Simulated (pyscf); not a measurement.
Structures and frequencies: ωB97X-D3(BJ)/def2-SVPD in PySCF.

Problem. For the elementary gas-phase step HF + H₂C=CH₂ + I⁻ -> F⁻ + H₃C–CH₂–I (singlet surface; F–H broken, C–H, C–I formed), what barrier and reaction energy does ωB97X-D3(BJ)/def2-TZVPD give, measured from the separated reactants?

Solution. ΔE‡ = 97.9 kJ/mol, ΔE = +108.9 kJ/mol. ωB97M-D3(BJ)/def2-TZVPD gives 114.0 kJ/mol and +134.7 kJ/mol. Zero-point energy shifts the barrier by -1.8 kJ/mol. It is an addition across a multiple bond or ene-type step, with an imaginary mode of 1034i cm⁻¹. On the reactant side the descent ends in a bound adduct (not fully relaxed), 82.0 kJ/mol under the separated species and 179.9 kJ/mol under the saddle at ωB97X-D3(BJ)/def2-TZVPD. On the product side the descent ends in a bound adduct (not fully relaxed), 75.0 kJ/mol under the separated species and 64.0 kJ/mol under the saddle at ωB97X-D3(BJ)/def2-TZVPD. At ωB97X-D3(BJ) the saddle lies under the separated products, which points to a path from their complex (located at ωB97X-D3(BJ) alone), and parting the products costs more than the saddle. One saddle was located; it need not be the lowest between these sides. Elements past Kr carry the def2 core potentials, without spin-orbit coupling.
